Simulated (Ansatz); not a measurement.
**CH₂NOP: small, medium and large basis sets**

The task here is to estimate one member of a computed series from the others.

The runs use Ansatz 0.2.0, Gaussian basis; one geometry, several basis sets.

Plan: PBE0-D4/def2-SVP; ωB97M-V/def2-SVP; PBE0-D4/def2-QZVPP; ωB97M-V/def2-QZVPP; the functionals' def2-TZVPP values are taken from earlier runs.

**The geometry**

The geometry comes from an earlier relaxation with PBE0-D4 in a triple-zeta def2 set; it is a stationary point.

SMILES `O=C=NP`, 6 atoms, charge 0, spin multiplicity 1.

Atoms are counted from 1 here; the program's logs count them from 0.

Bond lengths: O1–C2 1.165 Å, C2–N3 1.198 Å, N3–P4 1.702 Å, P4–H5 1.422 Å, P4–H6 1.422 Å. Angles: O1–C2–N3 175.4°, C2–N3–P4 142.6°, N3–P4–H5 97.2°, N3–P4–H6 97.2°, H5–P4–H6 92.0°.

The first run:

Input file in.yaml:

```yaml
crystal:
  periodic: [false, false, false]
  atoms:
    - {symbol: O, position_ang: [1.232669, -2.073979, 1.254807]}
    - {symbol: C, position_ang: [0.766618, -1.160338, 0.703122]}
    - {symbol: N, position_ang: [0.376902, -0.185941, 0.124449]}
    - {symbol: P, position_ang: [-1.036554, 0.580446, -0.432358]}
    - {symbol: H, position_ang: [-0.568142, 0.890842, -1.738134]}
    - {symbol: H, position_ang: [-0.729492, 1.884870, 0.042013]}
basis:
  gaussian: {orbitals: def2-SVP}
hamiltonian: {xc: pbe0, dispersion: d4}
output: {orbitals: {seedname: orbitals}}
```

Command:

```sh
$ ansatz run in.yaml --threads 2 --pin off --events-out ev --progress --plain --max-ram 4352MiB
```

Among the steps run: PBE0-D4 in def2-SVP; ωB97M-V in def2-SVP; PBE0-D4 in def2-QZVPP; ωB97M-V in def2-QZVPP.

One of the session's tables, all rows but one given; the rest of the session is left out.

It belongs to the step «Density functionals: the series». 

```
functional       basis  HOMO (eV)  LUMO (eV)
   PBE0-D4    def2-SVP          ?          ?
   PBE0-D4  def2-TZVPP      -7.52      -0.43
   PBE0-D4  def2-QZVPP      -7.55      -0.55
   ωB97M-V    def2-SVP      -9.52       2.24
   ωB97M-V  def2-TZVPP      -9.65       1.53
   ωB97M-V  def2-QZVPP      -9.68       1.23
```

**Question.** Estimate the row for PBE0-D4, def2-SVP.

As computed: HOMO (eV): -7.42; LUMO (eV): 0.02. In the column «HOMO (eV)» it is the highest.
